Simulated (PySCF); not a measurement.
BTD, C₆H₄N₂S.
SMILES with atom numbers: `[cH:1]1[cH:2][cH:3][c:4]2[n:5][s:6][n:7][c:8]2[cH:9]1`

NICS is the negative of the GIAO shielding at a point without a nucleus: at the ring centre (0) and 1 Å above and below it (1); zz is the component along the ring normal. Level: GIAO PBE0/pcSseg-1 (PySCF, non-relativistic, gas phase) on the PBE0-D3(BJ)/def2-SVP geometry, one conformer.

Rings: 1. C1–C2–C3–C4–C8–C9; 2. C4–N5–S6–N7–C8.

| set | NICS(0) | NICS(1), two faces | NICS(1)zz, two faces |
| --- | --- | --- | --- |
| P | -16.5 | -15.3 / -15.3 | -39.2 / -39.2 |
| Q | -5.9 | -9.5 / -9.5 | -23.3 / -23.2 |

Which set (ppm) belongs to which ring?

P = 2, Q = 1.
- 1 (6-membered carbocycle; formal bonds all aromatic): mean NICS(1)zz -23.3 ppm, shielded, aromatic by this magnetic criterion (flat ring, no four-coordinate atom), though in fused rings the probe also feels the neighbouring ring.
- 2 (5-membered ring with 2 N and S; formal bonds all aromatic): mean NICS(1)zz -39.2 ppm, shielded. For a flat ring without four-coordinate atoms the NICS criterion counts such a value as aromatic, though in fused rings the probe also feels the neighbouring ring.

How do the rings differ in shape?

```
ring                          bond lengths (Å)  rms pucker (Å)  HOMA  nearest outside atom to a NICS(1) probe (Å)
   1  1.430, 1.370, 1.422, 1.449, 1.422, 1.370            0.00  0.64                                hydrogen 2.67
   2         1.334, 1.625, 1.625, 1.334, 1.449            0.00     –                                  carbon 2.79
```

HOMA = 1 − mean of α(R − Ropt)² over the ring bonds, with Krygowski's 1993 parameters (CC: Ropt 1.388 Å, α 257.7 Å⁻²). A dash marks a ring with a four-coordinate atom, a triple bond, no multiple bond or a kind of bond without parameters.
